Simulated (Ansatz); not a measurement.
Kohn–Sham single points on C2H5NO, SMILES `C=NCO`.

```yaml
crystal:
  periodic: [false, false, false]
  atoms:
    - {symbol: C, position_ang: [-1.508479, -0.132905, 0.095960]}
    - {symbol: N, position_ang: [-0.379936, -0.601674, -0.198795]}
    - {symbol: C, position_ang: [0.752762, 0.289828, -0.184719]}
    - {symbol: O, position_ang: [1.810819, -0.275199, 0.531015]}
    - {symbol: H, position_ang: [-2.381001, -0.785181, 0.077288]}
    - {symbol: H, position_ang: [-1.670535, 0.916731, 0.376459]}
    - {symbol: H, position_ang: [0.532566, 1.254068, 0.292592]}
    - {symbol: H, position_ang: [1.028214, 0.472022, -1.234122]}
    - {symbol: H, position_ang: [1.903990, -1.183991, 0.227322]}
basis:
  gaussian: {orbitals: def2-TZVPP}
hamiltonian: {xc: {name: r2SCAN0}, dispersion: d4}
output: {orbitals: {seedname: orbitals}}
```

```sh
$ ansatz run in.yaml --threads 2 --pin off --events-out ev --progress --plain --max-ram 4352MiB
```

Shortened log:

```
Functional definition: r2SCAN0
961 factors; their error is unknown
mean field evaluation 1: about -5684.3563 eV, gradient 5.3e1 eV
mean field evaluation 2: about -5681.7071 eV, gradient 6.5e1 eV
mean field evaluation 4: about -5689.8097 eV, gradient 3.5e0 eV
mean field evaluation 8: about -5689.8360 eV, gradient 3.3e-2 eV
mean field evaluation 16: about -5689.8360 eV, gradient 2.5e-5 eV
mean field -5689.83598526 eV, -209.0976157490 hartree, gradient 2.6e-5 eV, S^2 0.000000; 0 other end points of the search recorded, 0 dependent functions left out
reference -5689.83599340 eV, -209.0976160482 hartree; 16, 16 occupied and 178, 178 virtual orbitals, 961 factors
Total energy: -5689.87089470 eV, -209.0988986473 hartree
```

It took 4.1 s on 2 threads of an Arm Neoverse V1 on a shared host, with 0.39 GiB of host memory at the peak.

Changing it to `hamiltonian: {xc: r2scan, dispersion: d4}` and forces (abridged; 4.2 s):

```
Functional definition: r2SCAN
mean field evaluation 16: about -5690.6184 eV, gradient 5.1e-4 eV
mean field -5690.61843156 eV, -209.1263701200 hartree, gradient 5.4e-5 eV, S^2 0.000000
Total energy: -5690.64921390 eV, -209.1275013503 hartree
Atom 0 force    -0.296649     0.087499     0.070564 eV/Å
Atom 1 force     0.139394    -0.254430    -0.095281 eV/Å
Atom 2 force    -0.074408     0.233465    -0.139051 eV/Å
Atom 3 force     0.232999    -0.074648     0.197755 eV/Å
Atom 4 force     0.000814     0.000471     0.005083 eV/Å
Atom 5 force    -0.009086     0.033585     0.005303 eV/Å
Atom 6 force     0.013195     0.017001     0.010411 eV/Å
Atom 7 force    -0.006902     0.002150    -0.030830 eV/Å
Atom 8 force     0.000644    -0.045092    -0.023953 eV/Å
Dipole moment:    -0.284781     0.105655    -0.140174 e Å
```

Changing it to `hamiltonian: {xc: {name: PBE-QIDH}}` (abridged; 4.5 s):

```
Functional definition: PBE-QIDH
mean field evaluation 16: about -5678.5399 eV, gradient 3.0e-4 eV
mean field -5678.53985356 eV, -208.6824905659 hartree, gradient 7.5e-6 eV, S^2 0.000000
4 core orbitals not correlated: weight in the atoms' cores, before any rotation towards them, 1.000 or more for the frozen orbitals, at most 0.000 for the correlated occupied ones
second order -23.63767800 eV of doubles, -0.00000000 eV of singles
Total energy: -5686.41909039 eV, -208.9720471784 hartree
```

The same input with `hamiltonian: {xc: {name: CAM-B3LYP}, dispersion: d4}` (abridged; 2.9 s):

```
Functional definition: CAM-B3LYP
mean field evaluation 16: about -5691.3601 eV, gradient 2.3e-5 eV
mean field -5691.36010571 eV, -209.1536261426 hartree, gradient 2.3e-5 eV, S^2 0.000000
Total energy: -5691.46097754 eV, -209.1573331139 hartree
```

The same input with `hamiltonian: {xc: {name: BLYP}, dispersion: d4}` (abridged; 1.9 s):

```
Functional definition: BLYP
mean field evaluation 16: about -5692.1338 eV, gradient 2.6e-4 eV
mean field -5692.13379755 eV, -209.1820587931 hartree, gradient 4.6e-5 eV, S^2 0.000000
Total energy: -5692.41887464 eV, -209.1925351830 hartree
```

With the line `hamiltonian: {xc: {name: B2PLYP}}` (abridged; 4.4 s):

```
Functional definition: B2PLYP
mean field evaluation 16: about -5682.5341 eV, gradient 2.3e-4 eV
mean field -5682.53408087 eV, -208.8292757122 hartree, gradient 5.5e-6 eV, S^2 0.000000
4 core orbitals not correlated: weight in the atoms' cores, before any rotation towards them, 1.000 or more for the frozen orbitals, at most 0.000 for the correlated occupied ones
second order -25.46677426 eV of doubles, -0.00000000 eV of singles
Total energy: -5689.41026433 eV, -209.0819707933 hartree
```
